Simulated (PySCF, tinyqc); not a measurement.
CIS and TDHF on RHF in the sto-6g basis, for CH2, spin multiplicity 1, step by step (part 1 of 2). The lowest restricted solution is unstable here: a spin-polarised one lies 0.0222 hartree lower (PySCF). Computed by tinyqc, a small Python program that keeps every step (integrals from PySCF). Settings: charge = 0, multiplicity = 1, basis = sto-6g, method = RHF, energy threshold = 1e-10, iteration cap = 73, orthogonalisation = symmetric, start = atomic densities, DIIS depth = 6, TDHF = 1. Command: `OMP_NUM_THREADS=1 python tinyqc.py 23555 23556 out.jsonl` (the two numbers bound the seeds that draw the settings). One thread of a shared host (Intel(R) Xeon(R) Processor @ 2.60GHz), about 0.1 s of CPU time with the checks. The early iterations of the SCF are left out here.

## One-electron integrals

Geometry (angstrom):
```
atom         x          y         z
C     0.000000   0.000000  0.000000
H     0.000000   1.058000  0.788000
H     0.000000  -1.058000  0.788000
```

Basis sto-6g: exponents (1/bohr^2) and contraction coefficients of normalised primitives:
```
element  l (shell)    exponent  coefficient
C            s (1)  742.737049     0.009164
C            s (1)  136.180025     0.049361
C            s (1)   38.098264     0.168538
C            s (1)   13.087782     0.370563
C            s (1)    5.082369     0.416492
C            s (1)    2.093200     0.130334
C            s (2)   30.497239    -0.013253
C            s (2)    6.036200    -0.046992
C            s (2)    1.876046    -0.033785
C            s (2)    0.721783     0.250242
C            s (2)    0.313471     0.595117
C            s (2)    0.143687     0.240706
C            p (3)   30.497239     0.003760
C            p (3)    6.036200     0.037679
C            p (3)    1.876046     0.173897
C            p (3)    0.721783     0.418036
C            p (3)    0.313471     0.425860
C            p (3)    0.143687     0.101708
H            s (1)   35.523221     0.009164
H            s (1)    6.513144     0.049361
H            s (1)    1.822143     0.168538
H            s (1)    0.625955     0.370563
H            s (1)    0.243077     0.416492
H            s (1)    0.100112     0.130334
```

Overlap, kinetic and nuclear-attraction integrals over the contracted functions; the nuclear repulsion is the sum of Za Zb / Rab.

nuclear repulsion = 5.06367624 hartree

overlap S:
```
           1C 1s     1C 2s    1C 2px     1C 2py    1C 2pz     2H 1s      3H 1s
1C 1s   1.000000  0.243228  0.000000   0.000000  0.000000  0.038236   0.038236
1C 2s   0.243228  1.000000  0.000000   0.000000  0.000000  0.368691   0.368691
1C 2px  0.000000  0.000000  1.000000   0.000000  0.000000  0.000000   0.000000
1C 2py  0.000000  0.000000  0.000000   1.000000  0.000000  0.306161  -0.306161
1C 2pz  0.000000  0.000000  0.000000   0.000000  1.000000  0.228030   0.228030
2H 1s   0.038236  0.368691  0.000000   0.306161  0.228030  1.000000   0.099407
3H 1s   0.038236  0.368691  0.000000  -0.306161  0.228030  0.099407   1.000000
```

kinetic energy T (hartree):
```
            1C 1s      1C 2s    1C 2px     1C 2py    1C 2pz      2H 1s      3H 1s
1C 1s   16.068641  -0.492789  0.000000   0.000000  0.000000  -0.009273  -0.009273
1C 2s   -0.492789   0.492405  0.000000   0.000000  0.000000   0.045741   0.045741
1C 2px   0.000000   0.000000  1.479234   0.000000  0.000000   0.000000   0.000000
1C 2py   0.000000   0.000000  0.000000   1.479234  0.000000   0.117421  -0.117421
1C 2pz   0.000000   0.000000  0.000000   0.000000  1.479234   0.087456   0.087456
2H 1s   -0.009273   0.045741  0.000000   0.117421  0.087456   0.768522  -0.012122
3H 1s   -0.009273   0.045741  0.000000  -0.117421  0.087456  -0.012122   0.768522
```

nuclear attraction V (hartree):
```
             1C 1s      1C 2s     1C 2px     1C 2py     1C 2pz      2H 1s      3H 1s
1C 1s   -34.810227  -3.813557   0.000000   0.000000  -0.014579  -0.673289  -0.673289
1C 2s    -3.813557  -5.954579   0.000000   0.000000  -0.152908  -1.767494  -1.767494
1C 2px    0.000000   0.000000  -5.897524   0.000000   0.000000   0.000000   0.000000
1C 2py    0.000000   0.000000   0.000000  -6.007160   0.000000  -1.350630   1.350630
1C 2pz   -0.014579  -0.152908   0.000000   0.000000  -5.958342  -1.036349  -1.036349
2H 1s    -0.673289  -1.767494   0.000000  -1.350630  -1.036349  -3.876019  -0.412547
3H 1s    -0.673289  -1.767494   0.000000   1.350630  -1.036349  -0.412547  -3.876019
```

core Hamiltonian H = T + V (hartree):
```
             1C 1s      1C 2s     1C 2px     1C 2py     1C 2pz      2H 1s      3H 1s
1C 1s   -18.741586  -4.306346   0.000000   0.000000  -0.014579  -0.682562  -0.682562
1C 2s    -4.306346  -5.462173   0.000000   0.000000  -0.152908  -1.721753  -1.721753
1C 2px    0.000000   0.000000  -4.418290   0.000000   0.000000   0.000000   0.000000
1C 2py    0.000000   0.000000   0.000000  -4.527925   0.000000  -1.233209   1.233209
1C 2pz   -0.014579  -0.152908   0.000000   0.000000  -4.479108  -0.948893  -0.948893
2H 1s    -0.682562  -1.721753   0.000000  -1.233209  -0.948893  -3.107497  -0.424670
3H 1s    -0.682562  -1.721753   0.000000   1.233209  -0.948893  -0.424670  -3.107497
```

## Two-electron integrals

Functions are numbered as in S; the eight-fold symmetry (ij|kl) = (ji|kl) = (kl|ij) leaves the list below.

Two-electron integrals (ij|kl) in chemists' order, unique and non-zero (hartree):
```
(11|11) 3.543743    (21|11) 0.529462    (21|21) 0.100317    (22|11) 0.853596
(22|21) 0.199930    (22|22) 0.624844    (31|31) 0.021271    (32|31) 0.031868
(32|32) 0.138108    (33|11) 0.853598    (33|21) 0.199930    (33|22) 0.624843
(33|33) 0.673218    (41|41) 0.021271    (42|41) 0.031868    (42|42) 0.138108
(43|43) 0.036281    (44|11) 0.853598    (44|21) 0.199930    (44|22) 0.624843
(44|33) 0.600655    (44|44) 0.673218    (51|51) 0.021271    (52|51) 0.031868
(52|52) 0.138108    (53|53) 0.036281    (54|54) 0.036281    (55|11) 0.853598
(55|21) 0.199930    (55|22) 0.624843    (55|33) 0.600655    (55|44) 0.600655
(55|55) 0.673218    (61|11) 0.087433    (61|21) 0.015962    (61|22) 0.031344
(61|33) 0.031227    (61|41) 0.000840    (61|42) 0.001637    (61|44) 0.031453
(61|51) 0.000626    (61|52) 0.001220    (61|54) 0.000168    (61|55) 0.031352
(61|61) 0.002611    (62|11) 0.229487    (62|21) 0.054658    (62|22) 0.190667
(62|33) 0.185973    (62|41) 0.004458    (62|42) 0.030906    (62|44) 0.195031
(62|51) 0.003320    (62|52) 0.023019    (62|54) 0.006747    (62|55) 0.190998
(62|61) 0.009000    (62|62) 0.080259    (63|31) 0.005572    (63|32) 0.029293
(63|43) 0.005883    (63|53) 0.004382    (63|63) 0.009198    (64|11) 0.165612
(64|21) 0.039963    (64|22) 0.147438    (64|33) 0.140222    (64|41) 0.008327
(64|42) 0.050980    (64|44) 0.158344    (64|51) 0.002052    (64|52) 0.016152
(64|54) 0.009115    (64|55) 0.143747    (64|61) 0.006867    (64|62) 0.073491
(64|64) 0.075219    (65|11) 0.123348    (65|21) 0.029764    (65|22) 0.109812
(65|33) 0.104438    (65|41) 0.002052    (65|42) 0.016152    (65|44) 0.109171
(65|51) 0.007100    (65|52) 0.041324    (65|54) 0.009409    (65|55) 0.115827
(65|61) 0.005114    (65|62) 0.054736    (65|64) 0.049172    (65|65) 0.045822
(66|11) 0.397485    (66|21) 0.096471    (66|22) 0.383268    (66|33) 0.363954
(66|41) 0.009109    (66|42) 0.086411    (66|44) 0.401221    (66|51) 0.006784
(66|52) 0.064359    (66|54) 0.027757    (66|55) 0.384627    (66|61) 0.016092
(66|62) 0.212690    (66|64) 0.214184    (66|65) 0.159525    (66|66) 0.774999
(71|11) 0.087433    (71|21) 0.015962    (71|22) 0.031344    (71|33) 0.031227
(71|41) -0.000840   (71|42) -0.001637   (71|44) 0.031453    (71|51) 0.000626
(71|52) 0.001220    (71|54) -0.000168   (71|55) 0.031352    (71|61) 0.002538
(71|62) 0.008458    (71|64) 0.005902    (71|65) 0.004818    (71|66) 0.014896
(71|71) 0.002611    (72|11) 0.229487    (72|21) 0.054658    (72|22) 0.190667
(72|33) 0.185973    (72|41) -0.004458   (72|42) -0.030906   (72|44) 0.195031
(72|51) 0.003320    (72|52) 0.023019    (72|54) -0.006747   (72|55) 0.190998
(72|61) 0.008458    (72|62) 0.056694    (72|64) 0.037732    (72|65) 0.037725
(72|66) 0.116067    (72|71) 0.009000    (72|72) 0.080259    (73|31) 0.005572
(73|32) 0.029293    (73|43) -0.005883   (73|53) 0.004382    (73|63) 0.006045
(73|73) 0.009198    (74|11) -0.165612   (74|21) -0.039963   (74|22) -0.147438
(74|33) -0.140222   (74|41) 0.008327    (74|42) 0.050980    (74|44) -0.158344
(74|51) -0.002052   (74|52) -0.016152   (74|54) 0.009115    (74|55) -0.143747
(74|61) -0.005902   (74|62) -0.037732   (74|64) -0.020017   (74|65) -0.024665
(74|66) -0.073040   (74|71) -0.006867   (74|72) -0.073491   (74|74) 0.075219
(75|11) 0.123348    (75|21) 0.029764    (75|22) 0.109812    (75|33) 0.104438
(75|41) -0.002052   (75|42) -0.016152   (75|44) 0.109171    (75|51) 0.007100
(75|52) 0.041324    (75|54) -0.009409   (75|55) 0.115827    (75|61) 0.004818
(75|62) 0.037725    (75|64) 0.024665    (75|65) 0.030611    (75|66) 0.081461
(75|71) 0.005114    (75|72) 0.054736    (75|74) -0.049172   (75|75) 0.045822
(76|11) 0.051221    (76|21) 0.012286    (76|22) 0.045252    (76|33) 0.043876
(76|44) 0.045022    (76|51) 0.001176    (76|52) 0.009043    (76|55) 0.046857
(76|61) 0.001981    (76|62) 0.017567    (76|64) 0.014013    (76|65) 0.013121
(76|66) 0.044817    (76|71) 0.001981    (76|72) 0.017567    (76|74) -0.014013
(76|75) 0.013121    (76|76) 0.004901    (77|11) 0.397485    (77|21) 0.096471
(77|22) 0.383268    (77|33) 0.363954    (77|41) -0.009109   (77|42) -0.086411
(77|44) 0.401221    (77|51) 0.006784    (77|52) 0.064359    (77|54) -0.027757
(77|55) 0.384627    (77|61) 0.014896    (77|62) 0.116067    (77|64) 0.073040
(77|65) 0.081461    (77|66) 0.249509    (77|71) 0.016092    (77|72) 0.212690
(77|74) -0.214184   (77|75) 0.159525    (77|76) 0.044817    (77|77) 0.774999
```

## Orthogonalisation

S = U s U^T; symmetric (Loewdin) form X = U s^(-1/2) U^T, so that X^T S X = 1.

eigenvalues of S: 0.409798  0.514475  0.867061  1.000000  1.110054  1.386118  1.712495

X:
```
            1C 1s      1C 2s    1C 2px     1C 2py     1C 2pz      2H 1s      3H 1s
1C 1s    1.024966  -0.140625  0.000000   0.000000  -0.008591   0.020043   0.020043
1C 2s   -0.140625   1.157311  0.000000   0.000000   0.080962  -0.227681  -0.227681
1C 2px   0.000000   0.000000  1.000000   0.000000   0.000000   0.000000   0.000000
1C 2py   0.000000   0.000000  0.000000   1.090710   0.000000  -0.191359   0.191359
1C 2pz  -0.008591   0.080962  0.000000   0.000000   1.048880  -0.137983  -0.137983
2H 1s    0.020043  -0.227681  0.000000  -0.191359  -0.137983   1.135517  -0.017325
3H 1s    0.020043  -0.227681  0.000000   0.191359  -0.137983  -0.017325   1.135517
```

## Starting guess

The start is atomic minimal-basis densities projected into this basis (PySCF's MINAO start) and scaled to the electron count of each spin; this density is not idempotent, so its energy is not variational and may lie below the converged one.

D at the start:
```
            1C 1s      1C 2s    1C 2px     1C 2py     1C 2pz      2H 1s      3H 1s
1C 1s    2.137517  -0.503025  0.000000   0.000000   0.010408  -0.019005  -0.019005
1C 2s   -0.503025   2.077120  0.000000   0.000000  -0.042188   0.083798   0.083798
1C 2px   0.000000   0.000000  0.658345   0.000000   0.000000   0.000000   0.000000
1C 2py   0.000000   0.000000  0.000000   0.607789   0.000000   0.051132  -0.051132
1C 2pz   0.010408  -0.042188  0.000000   0.000000   0.630277   0.030102   0.030102
2H 1s   -0.019005   0.083798  0.000000   0.051132   0.030102   0.957960   0.035114
3H 1s   -0.019005   0.083798  0.000000  -0.051132   0.030102   0.035114   0.957960
```

## Iteration 8 (converged): orbitals

converged F (hartree):
```
             1C 1s      1C 2s    1C 2px     1C 2py     1C 2pz      2H 1s      3H 1s
1C 1s   -11.165709  -2.852078  0.000000   0.000000  -0.023435  -0.454608  -0.454608
1C 2s    -2.852078  -1.361784  0.000000   0.000000  -0.044675  -0.513245  -0.513245
1C 2px    0.000000   0.000000  0.223982   0.000000   0.000000   0.000000   0.000000
1C 2py    0.000000   0.000000  0.000000  -0.136534   0.000000  -0.311249   0.311249
1C 2pz   -0.023435  -0.044675  0.000000   0.000000  -0.191302  -0.255541  -0.255541
2H 1s    -0.454608  -0.513245  0.000000  -0.311249  -0.255541  -0.336727  -0.130005
3H 1s    -0.454608  -0.513245  0.000000   0.311249  -0.255541  -0.130005  -0.336727
```

Diagonalise F' = X^T F X, C = X C', fill 4 alpha and 4 beta electrons from the bottom; D = 2 C_occ C_occ^T. Each column has its largest component positive (the first on a tie).

F' = X^T F X (hartree):
```
            1          2         3          4          5          6          7
1  -10.966427  -1.448934  0.000000   0.000000  -0.044760  -0.039825  -0.039825
2   -1.448934  -0.672310  0.000000   0.000000   0.114302  -0.319704  -0.319704
3    0.000000   0.000000  0.223982   0.000000   0.000000   0.000000   0.000000
4    0.000000   0.000000  0.000000   0.082285   0.000000  -0.340063   0.340063
5   -0.044760   0.114302  0.000000   0.000000  -0.072466  -0.254108  -0.254108
6   -0.039825  -0.319704  0.000000  -0.340063  -0.254108  -0.032387  -0.022300
7   -0.039825  -0.319704  0.000000   0.340063  -0.254108  -0.022300  -0.032387
```

orbital energies (hartree): MO1 -11.167824, MO2 -0.765100, MO3 -0.447035, MO4 -0.307361, MO5 0.223982, MO6 0.474393, MO7 0.519234

coefficients C:
```
              MO1        MO2        MO3        MO4       MO5        MO6        MO7
1C 1s    0.996203  -0.215866   0.000000   0.120590  0.000000  -0.132844   0.000000
1C 2s    0.016252   0.761021   0.000000  -0.571079  0.000000   0.750885   0.000000
1C 2px   0.000000   0.000000   0.000000   0.000000  1.000000   0.000000   0.000000
1C 2py   0.000000   0.000000   0.533161   0.000000  0.000000   0.000000   0.989255
1C 2pz   0.003582   0.121332   0.000000   0.740182  0.000000   0.763055   0.000000
2H 1s   -0.003326   0.250878   0.474663   0.292773  0.000000  -0.740128  -0.689809
3H 1s   -0.003326   0.250878  -0.474663   0.292773  0.000000  -0.740128   0.689809
```

D after iteration 8:
```
            1C 1s      1C 2s    1C 2px     1C 2py     1C 2pz      2H 1s      3H 1s
1C 1s    2.107120  -0.433908  0.000000   0.000000   0.133270  -0.044328  -0.044328
1C 2s   -0.433908   1.811096  0.000000   0.000000  -0.660615   0.047346   0.047346
1C 2px   0.000000   0.000000  0.000000   0.000000   0.000000   0.000000   0.000000
1C 2py   0.000000   0.000000  0.000000   0.568521   0.000000   0.506144  -0.506144
1C 2pz   0.133270  -0.660615  0.000000   0.000000   1.125207   0.494266   0.494266
2H 1s   -0.044328   0.047346  0.000000   0.506144   0.494266   0.747944  -0.153277
3H 1s   -0.044328   0.047346  0.000000  -0.506144   0.494266  -0.153277   0.747944
```

## Convergence

Stop when the energy changes by less than 1e-10 hartree and every element of the error matrix X^T (F D S - S D F) X is below 3e-06.

Course of the cycle:
```
iteration   E (hartree)     change  largest element of the error matrix
1          -38.36965344          -                             5.32e-01
2          -38.69097496  -3.21e-01                             6.97e-02
3          -38.70175329  -1.08e-02                             1.89e-02
4          -38.70254588  -7.93e-04                             8.85e-03
5          -38.70276511  -2.19e-04                             8.75e-04
6          -38.70276741  -2.30e-06                             9.32e-05
7          -38.70276743  -1.60e-08                             2.53e-06
8          -38.70276743  -1.29e-11                             1.66e-08
```

PySCF RHF in the same basis = -38.70276743 hartree

Converged in 8 iterations.

## Populations, bond orders and dipole

Mulliken: Z minus the diagonal of D S on the atom; Loewdin: the same with S^(1/2) D S^(1/2); Mayer order: 2 sum_s sum (D(s) S)_ij (D(s) S)_ji over the two atoms.

Charges (e):
```
atom   Mulliken    Loewdin
1C     0.032273   0.056741
2H    -0.016137  -0.028371
3H    -0.016137  -0.028371
```

Mayer bond orders:
```
pair     order
2-1   0.988626
3-1   0.988626
3-2   0.011113
```

dipole moment about the origin, x y z (debye): 0.000000  0.000000  1.297222

## Integrals over molecular orbitals

(pq|rs) = sum C_ip C_jq C_kr C_ls (ij|kl), one index at a time.

one-electron integrals over orbitals h = C^T H C (hartree):
```
            1          2          3          4          5          6          7
1  -18.731207   0.366139   0.000000  -0.194414   0.000000   0.224385   0.000000
2    0.366139  -4.442485   0.000000   0.292386   0.000000  -0.803036   0.000000
3    0.000000   0.000000  -3.744381   0.000000   0.000000   0.000000  -0.882354
4   -0.194414   0.292386   0.000000  -4.161052   0.000000  -0.513293   0.000000
5    0.000000   0.000000   0.000000   0.000000  -4.418290   0.000000   0.000000
6    0.224385  -0.803036   0.000000  -0.513293   0.000000  -3.498752   0.000000
7    0.000000   0.000000  -0.882354   0.000000   0.000000   0.000000  -3.618164
```

Two-electron integrals over orbitals (pq|rs), unique and non-zero (hartree):
```
(11|11) 3.522428    (21|11) -0.306159   (21|21) 0.043126    (22|11) 0.725632
(22|21) -0.009187   (22|22) 0.530674    (31|31) 0.007231    (32|31) 0.011612
(32|32) 0.127262    (33|11) 0.566260    (33|21) -0.002287   (33|22) 0.484007
(33|33) 0.490614    (41|11) 0.171902    (41|21) -0.021904   (41|22) 0.013334
(41|33) 0.005529    (41|41) 0.026405    (42|11) -0.121179   (42|21) 0.007938
(42|22) 0.006865    (42|33) 0.022087    (42|41) 0.011485    (42|42) 0.087903
(43|31) -0.002333   (43|32) 0.034253    (43|43) 0.043428    (44|11) 0.766967
(44|21) -0.011561   (44|22) 0.492862    (44|33) 0.442060    (44|41) -0.009610
(44|42) -0.088719   (44|44) 0.607649    (51|51) 0.022099    (52|51) 0.024061
(52|52) 0.094657    (53|53) 0.017690    (54|51) -0.013104   (54|52) -0.041994
(54|54) 0.048446    (55|11) 0.853324    (55|21) -0.009050   (55|22) 0.544125
(55|33) 0.456918    (55|41) 0.004564    (55|42) -0.063198   (55|44) 0.558215
(55|55) 0.673218    (61|11) -0.194831   (61|21) 0.029747    (61|22) 0.000181
(61|33) 0.001641    (61|41) -0.003629   (61|42) 0.016297    (61|44) -0.018402
(61|55) -0.005075   (61|61) 0.029191    (62|11) 0.237418    (62|21) -0.005441
(62|22) 0.090757    (62|33) 0.029284    (62|41) 0.015172    (62|42) -0.000583
(62|44) 0.057477    (62|55) 0.122770    (62|61) 0.005468    (62|62) 0.093637
(63|31) 0.001702    (63|32) -0.060092   (63|43) -0.041224   (63|63) 0.083171
(64|11) 0.145389    (64|21) -0.000958   (64|22) 0.045863    (64|33) 0.001562
(64|41) 0.000131    (64|42) -0.033578   (64|44) 0.082229    (64|55) 0.077371
(64|61) -0.000671   (64|62) 0.052956    (64|64) 0.055753    (65|51) 0.013705
(65|52) 0.049179    (65|54) -0.007003   (65|65) 0.036885    (66|11) 0.672218
(66|21) -0.006146   (66|22) 0.510680    (66|33) 0.485754    (66|41) 0.019177
(66|42) 0.048390    (66|44) 0.448797    (66|55) 0.486958    (66|61) 0.008014
(66|62) 0.068386    (66|64) 0.019731    (66|66) 0.546190    (71|31) 0.011763
(71|32) 0.017632    (71|43) -0.003946   (71|63) 0.002407    (71|71) 0.019182
(72|31) 0.009696    (72|32) 0.012103    (72|43) -0.035364   (72|63) 0.043598
(72|71) 0.014949    (72|72) 0.057750    (73|11) 0.257006    (73|21) -0.005284
(73|22) 0.071790    (73|33) 0.022624    (73|41) -0.000282   (73|42) -0.068331
(73|44) 0.110025    (73|55) 0.135745    (73|61) -0.005488   (73|62) 0.072757
(73|64) 0.065271    (73|66) 0.010678    (73|73) 0.125981    (74|31) -0.008041
(74|32) -0.073888   (74|43) -0.005953   (74|63) 0.047430    (74|71) -0.012822
(74|72) -0.009299   (74|74) 0.066508    (75|53) 0.018268    (75|75) 0.022448
(76|31) 0.007182    (76|32) 0.099297    (76|43) 0.050057    (76|63) -0.072419
(76|71) 0.010985    (76|72) -0.019326   (76|74) -0.055326   (76|76) 0.105924
(77|11) 0.712588    (77|21) -0.007720   (77|22) 0.500649    (77|33) 0.491925
(77|41) 0.003855    (77|42) -0.016197   (77|44) 0.498248    (77|55) 0.509676
(77|61) -0.004727   (77|62) 0.046382    (77|64) 0.022444    (77|66) 0.493772
(77|73) 0.065458    (77|77) 0.530940
```
